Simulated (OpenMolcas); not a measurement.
# MP2/ANO-L-VDZP run of CHClF2 (difluorochloromethane)

Wanted: the energy of CHClF2 (difluorochloromethane). 

The calculation is run with OpenMolcas 26.06.

8 further runs of the same task are left out: 8 set aside as unsound or not needed.

### 1 Starting point

The species is CHClF2 (5 atoms), meant as a singlet with charge 0. As SMILES, `FC(F)Cl`. Geometry: relaxed at PBE0-D4/def2-TZVP.

Bond lengths: F1–C2 1.334 Å, C2–F3 1.334 Å, C2–Cl4 1.763 Å, C2–H5 1.090 Å. Angles: F1–C2–F3 108.3°, F1–C2–Cl4 109.7°, F3–C2–Cl4 109.7°, F1–C2–H5 110.0°, F3–C2–H5 110.0°, Cl4–C2–H5 109.0°.

### 2 The energy at MP2/ANO-L-VDZP

job.inp

```
>>> EXPORT MOLCAS_PRINT=2
&GATEWAY
COORD
5
angstrom
F        0.038900      -0.568100       1.222300
C        0.109400       0.023600       0.028300
F        0.844200      -0.745900      -0.776900
Cl      -1.511000       0.208900      -0.640800
H        0.568600       1.007800       0.125800
BASIS
ANO-L-VDZP
GROUP
NoSym
&SEWARD
&SCF
PRORBITALS
1 1
&MBPT2
FROZEN
8
```

Command:

```bash
$ export MOLCAS_MEM=1860
$ pymolcas job.inp > job.log
```

What it wrote:

```text
--- Start Module: gateway ---
[...]
--- Stop Module: gateway /rc=_RC_ALL_IS_WELL_ ---
[...]
      Basis functions           65
[...]
--- Start Module: scf ---
[...]
       Convergence after  11 Iterations
[...]
::    Total SCF energy                               -696.9201424923
[...]
      Total spin, S                                     0.0000000000
[...]
      Total electronic charge=   42.000000
      Total            charge=   -0.000000
[...]
      Dipole Moment (debye):
      Origin of the operator (angstrom)=   -0.3975   -0.1903   -0.1568
                   X=  3.7601E-01               Y=  1.6966E+00               Z= -5.6803E-05           Total=  1.7377E+00
      Quadrupole Moment (debye*angstrom):
[...]
--- Stop Module: scf /rc=_RC_ALL_IS_WELL_ ---
[...]
--- Start Module: mbpt2 ---
[...]
WARNING!
Default frozen orbitals as non valence orbitals is overwritten by user input.
Default values:   8
[...]
       Reference weight ( Cref**2 )         =        0.83902
::    Total MBPT2 energy                             -697.5879927545
[...]
      Total MBPT2 calculations                           0.10      0.12
--- Stop Module: mbpt2 /rc=_RC_ALL_IS_WELL_ ---
[...]
```

It took 6 s on 1 thread of Arm Neoverse V2, shared host; peak memory 0.4 GiB.

### 3 What came out

At MP2/ANO-L-VDZP, 8 core orbitals frozen:

```
                                   quantity          value
                               total energy  -697.58799 Eh
         dipole moment (mean-field density)         1.74 D
        HOMO energy (Hartree–Fock orbitals)      -13.32 eV
        LUMO energy (Hartree–Fock orbitals)        3.02 eV
      HOMO–LUMO gap (Hartree–Fock orbitals)       16.34 eV
correlation energy (8 core orbitals frozen)     -667.9 mEh
```

In words: Mulliken charges of the mean-field density run from -0.26 on F1 to +0.60 on C2; they depend strongly on the basis.
